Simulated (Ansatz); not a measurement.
System: trigonal Te. Method: PBEsol+SOC (PAW; Ansatz, a quantum-chemistry and plane-wave program).

Numerical settings: plane-wave cutoff 520 eV, 12×12×6 k mesh (along the axes of the cell as run), Fermi–Dirac smearing 0.01 eV, PAW data made under PBE.

Energies at three volumes about the minimum:

```tsv
V (Å³/atom)	E − E_lowest (meV/atom)
31.517	1.36
32.160	0.00
32.803	1.22
```

Question: Fit a parabola by hand: where is the minimum, and what is the bulk modulus?

Answer: Slopes: (0.00 − 1.36)/(32.160 − 31.517) = -2.115 and (1.22 − 0.00)/(32.803 − 32.160) = 1.897 meV/Å³. Curvature E″ = 2 × (1.897 − (-2.115))/(32.803 − 31.517) = 6.240 meV/Å⁶. From the middle of the first interval, the slope vanishes at V0 = 31.8385 − (-2.115)/6.240 = 32.177 Å³/atom. B = V0 E″ = 32.177 × 6.240 meV/Å³ × 0.1602 GPa per meV/Å³ = 32.2 GPa. The full Birch–Murnaghan fit to all volumes gives V0 = 32.159 Å³/atom and B0 = 32.0 GPa.

Shape and atoms are relaxed at each volume.

Measured, for comparison: bulk modulus 19 GPa (temperature not stated, not corrected to a static lattice; as tabulated in Yi et al. (2018), arXiv:1712.00894). Computed (rounded) less measured: bulk modulus +68 % (against room or unstated temperature, where such soft solids are markedly softer).

Note: the cell comes from a level without a dispersion term, which matters for the spacing of layers, chains or molecules; the gap of the solid is closed in this run; this level leaves the solid without a gap, although one is measured; the bulk modulus comes from volumes at which shape and atoms were relaxed.
